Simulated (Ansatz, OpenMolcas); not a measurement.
How basis sets differ on SiH (SMILES [SiH])

SiH has 2 atoms, charge 0, and is taken as a doublet. As SMILES, `[SiH]`. The coordinates come from a GFN2-xTB relaxation.

| atom | x (Å) | y (Å) | z (Å) |
| --- | --- | --- | --- |
| Si | 0.0000 | 0.0000 | 0.0000 |
| H | 0.0000 | 0.0000 | 1.5166 |

Each level gives the energy change with the Si1–H2 bond stretched from 1.517 to 2.298 Å (eV). The values are calculated.

| level | kind | program | value (eV) | CPU time (all runs) |
| --- | --- | --- | --- | --- |
| FCI/3-21G | exact in the basis | Ansatz | 1.14 | 0.92 s |
| FCI/cc-pVDZ | exact in the basis | OpenMolcas | 1.53 | 9.4 s |
| FCI/6-311G | exact in the basis | OpenMolcas | 1.12 | 11 s |
| FCI/6-311G** | exact in the basis | Ansatz | 1.60 | 6.6 s |

The first shape isn't each level's own minimum. The values span 1.12 to 1.60 eV. High-level rows in very small sets aren't better than simpler rows in larger ones. Times are those of the runs behind each value, whatever else they computed, on shared processors of several kinds: orders of magnitude only.
